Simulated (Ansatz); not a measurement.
**Corundum (α-Al2O3)**

Level of theory: PBE0 (Ansatz, a program for electronic structure, PAW).

Numerical settings: plane-wave cutoff 500 eV, 6×6×6 k mesh, gaussian smearing 0.02 eV, scalar-relativistic PAW data made under PBE.

Cell: relaxed with r²SCAN: a = b = 4.7589 Å, c = 12.9951 Å, α = β = 90.00°, γ = 120.00°.

```yaml
band_gap: 8.85 eV (on the SCF k mesh)
```

Note: cell and atoms aren't relaxed at this level (largest force component 0.02 eV/Å, pressure -1.0 GPa).

It cost around 4 core-minutes (rough) of CPU time.
